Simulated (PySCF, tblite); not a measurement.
# pentane (C5H12): a rotation path, then NMR shifts on frames, part 2 of 2

tblite 0.8.0 and PySCF 2.14.0. Atoms count from 0. The steps go on from the part before.

## Step 5: Nuclear shieldings: image 4, PBE0/pcSseg-1

Job settings and geometry (Å):

```
{"job": {"kind": "nmr", "xc": "PBE0", "basis": "pcSseg-1", "pop": false}, "charge": 0, "multiplicity": 1}
C     -2.365500    -0.418900     0.624700
C     -1.304200     0.627000     0.306300
C     -0.046400     0.006500    -0.325200
C      1.213600     0.324200     0.476600
C      2.463200    -0.297400    -0.134000
H     -3.248700     0.047900     1.056500
H     -2.662800    -0.950500    -0.276700
H     -1.974600    -1.141000     1.338900
H     -1.724100     1.380500    -0.362400
H     -1.029500     1.137300     1.231900
H     -0.164800    -1.077500    -0.385900
H      0.081500     0.372400    -1.345600
H      1.334800     1.409200     0.529400
H      1.091900    -0.048000     1.496400
H      2.631300     0.083100    -1.139200
H      3.334900    -0.062600     0.472800
H      2.362300    -1.379900    -0.188000
```

With the program's defaults for keys left out, this is: GIAO PBE0/pcSseg-1 NMR shielding, non-relativistic, gas phase.

Output:

```text
coarse grid: 12872 points
cycle   1  E = -197.4023494142  dE =  2.031e-01  |g| = 4.166e-01  |ddm| = 3.303e+00
cycle   2  E = -197.3930541050  dE =  9.295e-03  |g| = 4.686e-01  |ddm| = 7.703e-01
cycle   3  E = -197.4513435450  dE = -5.829e-02  |g| = 2.029e-02  |ddm| = 4.071e-01
cycle   4  E = -197.4514065346  dE = -6.299e-05  |g| = 1.144e-02  |ddm| = 2.745e-02
cycle   5  E = -197.4514359715  dE = -2.944e-05  |g| = 3.256e-03  |ddm| = 1.141e-02
cycle   6  E = -197.4514384648  dE = -2.493e-06  |g| = 3.484e-04  |ddm| = 2.585e-03
final grid: 120504 points
cycle   7  E = -197.4831109498  dE = -3.919e-05  |g| = 8.874e-03  |ddm| = 2.648e-02
cycle   8  E = -197.4831052822  dE =  5.668e-06  |g| = 1.007e-02  |ddm| = 1.559e-02
cycle   9  E = -197.4831316832  dE = -2.640e-05  |g| = 2.873e-04  |ddm| = 8.230e-03
cycle  10  E = -197.4831316979  dE = -1.468e-08  |g| = 1.519e-04  |ddm| = 4.208e-04
cycle  11  E = -197.4831317033  dE = -5.402e-09  |g| = 2.991e-05  |ddm| = 1.278e-04
cycle  12  E = -197.4831317035  dE = -2.083e-10  |g| = 4.130e-06  |ddm| = 2.971e-05
converged SCF energy = -197.4831317035

GIAO shielding tensors (ppm)
atom      isotropic    diamagn.    paramagn.     s11        s22        s33       span
  0 C      168.397     246.595     -78.198    150.316    168.911    185.964     35.649
  1 C      161.257     247.263     -86.006    142.873    161.472    179.428     36.555
  2 C      150.168     249.332     -99.164    126.449    147.509    176.546     50.098
  3 C      156.676     248.486     -91.811    137.361    158.722    173.945     36.584
  4 C      169.375     245.825     -76.450    158.069    162.275    187.782     29.713
  5 H       30.657      28.000       2.658     25.898     27.715     38.359     12.460
  6 H       30.780      29.791       0.989     26.774     28.900     36.667      9.893
  7 H       30.744      30.386       0.358     26.643     29.634     35.954      9.311
  8 H       29.982      31.298      -1.315     25.113     29.090     35.744     10.631
  9 H       30.813      32.179      -1.366     25.915     31.418     35.106      9.191
 10 H       31.024      34.234      -3.210     26.447     32.299     34.325      7.878
 11 H       30.083      33.388      -3.305     25.620     30.304     34.325      8.705
 12 H       30.398      32.088      -1.690     25.590     30.450     35.153      9.564
 13 H       30.418      32.494      -2.076     25.807     30.750     34.696      8.889
 14 H       30.832      29.558       1.274     26.768     28.913     36.816     10.048
 15 H       30.485      27.950       2.535     25.893     27.750     37.812     11.919
 16 H       30.841      29.808       1.033     26.721     29.252     36.551      9.830
```

Run time: 12 s. Hardware: 1 thread of Intel Xeon Platinum 8559C, shared host; peak memory 0.73 GiB.

Key values: δ C2 36.8, C3 30.2, C1 25.7, C0 18.5, H8 1.73, H11 1.63 ppm.

## Step 6: NMR shieldings: image 6, PBE0/pcSseg-1

Job settings and geometry (Å):

```
{"job": {"kind": "nmr", "xc": "PBE0", "basis": "pcSseg-1", "pop": false}, "charge": 0, "multiplicity": 1}
C     -2.202600    -0.414400     0.781800
C     -1.349200     0.674400     0.143200
C     -0.053600     0.119900    -0.463100
C      1.120000     0.208200     0.509700
C      2.411100    -0.342600    -0.082800
H     -3.118400     0.006700     1.192300
H     -2.473300    -1.166900     0.043600
H     -1.657000    -0.901700     1.586700
H     -1.931400     1.179900    -0.629700
H     -1.098700     1.420500     0.900600
H     -0.207300    -0.921200    -0.754600
H      0.199900     0.675700    -1.368200
H      1.268100     1.256300     0.781900
H      0.880400    -0.341600     1.422100
H      2.691300     0.209900    -0.977500
H      3.220800    -0.259800     0.639000
H      2.292900    -1.391100    -0.348400
```

With the program's defaults for keys left out, this is: GIAO PBE0/pcSseg-1 NMR shielding, non-relativistic, gas phase.

Output:

```text
coarse grid: 12872 points
cycle   1  E = -197.4041975886  dE =  2.059e-01  |g| = 4.180e-01  |ddm| = 3.306e+00
cycle   2  E = -197.3939808521  dE =  1.022e-02  |g| = 4.737e-01  |ddm| = 7.728e-01
cycle   3  E = -197.4534334925  dE = -5.945e-02  |g| = 2.187e-02  |ddm| = 4.101e-01
cycle   4  E = -197.4535088273  dE = -7.533e-05  |g| = 1.190e-02  |ddm| = 2.915e-02
cycle   5  E = -197.4535405542  dE = -3.173e-05  |g| = 3.323e-03  |ddm| = 1.168e-02
cycle   6  E = -197.4535431472  dE = -2.593e-06  |g| = 3.638e-04  |ddm| = 2.612e-03
final grid: 120504 points
cycle   7  E = -197.4849235518  dE = -3.849e-05  |g| = 8.781e-03  |ddm| = 2.571e-02
cycle   8  E = -197.4849176618  dE =  5.890e-06  |g| = 1.003e-02  |ddm| = 1.522e-02
cycle   9  E = -197.4849437903  dE = -2.613e-05  |g| = 3.180e-04  |ddm| = 8.165e-03
cycle  10  E = -197.4849438097  dE = -1.940e-08  |g| = 1.467e-04  |ddm| = 4.435e-04
cycle  11  E = -197.4849438147  dE = -4.964e-09  |g| = 3.317e-05  |ddm| = 1.265e-04
cycle  12  E = -197.4849438150  dE = -2.553e-10  |g| = 4.417e-06  |ddm| = 3.052e-05
converged SCF energy = -197.4849438150

GIAO shielding tensors (ppm)
atom      isotropic    diamagn.    paramagn.     s11        s22        s33       span
  0 C      169.586     246.815     -77.230    150.997    171.909    185.852     34.856
  1 C      160.746     247.384     -86.638    146.427    159.918    175.893     29.465
  2 C      149.906     249.284     -99.378    133.264    145.411    171.044     37.780
  3 C      158.288     248.497     -90.209    138.414    164.681    171.770     33.356
  4 C      169.515     245.819     -76.304    158.410    162.499    187.635     29.225
  5 H       30.599      28.121       2.478     25.929     27.716     38.152     12.223
  6 H       30.902      29.951       0.951     26.880     28.892     36.935     10.054
  7 H       30.589      30.655      -0.066     26.127     30.067     35.572      9.445
  8 H       30.001      31.050      -1.049     24.631     29.074     36.299     11.668
  9 H       30.716      31.980      -1.264     26.425     30.408     35.315      8.890
 10 H       30.923      33.866      -2.942     26.870     31.519     34.380      7.510
 11 H       30.128      33.195      -3.068     25.220     30.258     34.906      9.686
 12 H       30.560      32.215      -1.654     25.618     30.477     35.586      9.968
 13 H       30.212      32.612      -2.400     25.263     31.111     34.262      8.999
 14 H       30.779      29.489       1.290     26.732     28.868     36.737     10.005
 15 H       30.448      28.054       2.394     25.839     27.739     37.767     11.928
 16 H       30.853      29.805       1.048     26.662     29.178     36.718     10.055
```

It took 12 s on 1 thread of Intel Xeon Platinum 8559C, shared host; peak memory 0.73 GiB.

This run: δ C2 37.0, C3 28.6, C1 26.2, C4 17.4, H8 1.72, H11 1.59 ppm.

## Step 7: NMR shieldings: image 8, PBE0/pcSseg-1

Job settings and geometry (Å):

```
{"job": {"kind": "nmr", "xc": "PBE0", "basis": "pcSseg-1", "pop": false}, "charge": 0, "multiplicity": 1}
C     -2.061100    -0.331700     0.931200
C     -1.391600     0.677900     0.005700
C     -0.046700     0.194300    -0.537900
C      1.029500     0.044300     0.535100
C      2.368800    -0.357300    -0.071200
H     -3.060000     0.005300     1.199500
H     -2.145900    -1.298700     0.439600
H     -1.491000    -0.459500     1.847600
H     -2.055400     0.874400    -0.839900
H     -1.249500     1.620700     0.539600
H     -0.188100    -0.766600    -1.039100
H      0.305100     0.907700    -1.287800
H      1.141600     0.990300     1.070200
H      0.724700    -0.713700     1.258300
H      2.713800     0.398900    -0.773200
H      3.122300    -0.473600     0.704500
H      2.276700    -1.300700    -0.605600
```

Method: GIAO PBE0/pcSseg-1 NMR shielding, non-relativistic, gas phase.

Output:

```text
coarse grid: 12872 points
cycle   1  E = -197.4058588939  dE =  2.073e-01  |g| = 4.192e-01  |ddm| = 3.305e+00
cycle   2  E = -197.3950509088  dE =  1.081e-02  |g| = 4.773e-01  |ddm| = 7.766e-01
cycle   3  E = -197.4553122271  dE = -6.026e-02  |g| = 2.316e-02  |ddm| = 4.135e-01
cycle   4  E = -197.4553975629  dE = -8.534e-05  |g| = 1.236e-02  |ddm| = 3.033e-02
cycle   5  E = -197.4554317428  dE = -3.418e-05  |g| = 3.394e-03  |ddm| = 1.193e-02
cycle   6  E = -197.4554344547  dE = -2.712e-06  |g| = 3.278e-04  |ddm| = 2.615e-03
final grid: 120504 points
cycle   7  E = -197.4870973452  dE = -4.433e-05  |g| = 9.133e-03  |ddm| = 2.776e-02
cycle   8  E = -197.4870906624  dE =  6.683e-06  |g| = 1.049e-02  |ddm| = 1.589e-02
cycle   9  E = -197.4871191833  dE = -2.852e-05  |g| = 3.614e-04  |ddm| = 8.574e-03
cycle  10  E = -197.4871192088  dE = -2.541e-08  |g| = 1.570e-04  |ddm| = 4.757e-04
cycle  11  E = -197.4871192144  dE = -5.663e-09  |g| = 3.612e-05  |ddm| = 1.340e-04
cycle  12  E = -197.4871192147  dE = -3.072e-10  |g| = 4.451e-06  |ddm| = 3.400e-05
converged SCF energy = -197.4871192147

GIAO shielding tensors (ppm)
atom      isotropic    diamagn.    paramagn.     s11        s22        s33       span
  0 C      171.540     247.387     -75.847    156.231    172.176    186.212     29.981
  1 C      160.124     246.816     -86.692    153.004    156.725    170.642     17.638
  2 C      148.802     249.351    -100.549    136.170    144.457    165.779     29.609
  3 C      161.565     248.674     -87.110    146.809    167.506    170.380     23.571
  4 C      169.439     245.820     -76.381    158.209    162.489    187.618     29.409
  5 H       30.551      28.265       2.286     26.022     27.761     37.870     11.848
  6 H       31.103      30.403       0.701     27.141     29.140     37.029      9.888
  7 H       30.508      30.810      -0.302     25.712     30.294     35.517      9.805
  8 H       30.062      30.714      -0.652     24.663     28.882     36.640     11.977
  9 H       30.462      31.458      -0.996     26.300     29.267     35.819      9.519
 10 H       30.652      33.419      -2.767     26.664     30.542     34.751      8.087
 11 H       30.215      32.961      -2.745     25.296     30.217     35.133      9.837
 12 H       30.764      32.312      -1.548     25.804     30.591     35.898     10.094
 13 H       30.125      32.838      -2.713     24.487     31.413     34.476      9.989
 14 H       30.780      29.528       1.252     26.708     28.854     36.779     10.071
 15 H       30.425      28.199       2.226     25.746     27.730     37.797     12.051
 16 H       30.843      29.788       1.055     26.655     29.097     36.777     10.122
```

Run time: 13 s. Hardware: 1 thread of Intel Xeon Platinum 8559C, shared host; peak memory 0.73 GiB.

Key values: δ C2 38.1, C1 26.8, C3 25.4, C4 17.5, H8 1.65, H13 1.59 ppm.

## Step 8: Side by side: NMR shifts

Shifts (ppm) of some atoms, chosen among heavy atoms and hydrogens apart, with basis size and wall time:

| frame | C2 | C3 | C1 | C4 | C0 | H10 | H11 | functions | time |
| --- | --- | --- | --- | --- | --- | --- | --- | --- | --- |
| image 0 | 40.2 | 29.0 | 29.0 | 17.4 | 17.3 | 1.15 | 1.15 | 145 | 12 s |
| image 2 | 38.7 | 29.9 | 27.7 | 17.5 | 18.1 | 0.82 | 1.49 | 145 | 12 s |
| image 4 | 36.8 | 30.2 | 25.7 | 17.5 | 18.5 | 0.69 | 1.63 | 145 | 12 s |
| image 6 | 37.0 | 28.6 | 26.2 | 17.4 | 17.3 | 0.79 | 1.59 | 145 | 12 s |
| image 8 | 38.1 | 25.4 | 26.8 | 17.5 | 15.4 | 1.06 | 1.50 | 145 | 13 s |

## Step 9: What came out

What follows sums up all 2 parts.

```
                                       quantity                                                                       value
                                        barrier                                          0.109 eV (2.5 kcal/mol) at image 4
                          end to end (GFN2-xTB)                                                                    0.025 eV
¹³C shifts against TMS (PBE0/pcSseg-1, image 0)                                            40.2, 29.0, 29.0, 17.4, 17.3 ppm
 ¹H shifts against TMS (PBE0/pcSseg-1, image 0)  1.32, 1.32, 1.32, 1.32, 1.25, 1.25, 1.15, 1.15, 0.95, 0.95, 0.94, 0.94 ppm
                       range of the shift of C3                                                            25.4 to 30.2 ppm
```

What this shows: Along the band the dihedral turns by 114°, and the top (dihedral 237°) lies 2.5 kcal/mol above the start (GFN2-xTB, rough), so at room temperature this motion is fast. Ends this close can change order at a higher level. The top was not checked by a frequency run. Shifts at one fixed geometry are not the observed spectrum, which averages over the motion. In the first frame run (image 0): Shielding is most anisotropic at C2 (span 46 ppm, paramagnetic term -104 ppm). In ppm, C3 moves most: its shift spreads over 4.9 ppm, from 25.4 (image 8) to 30.2 (image 4).
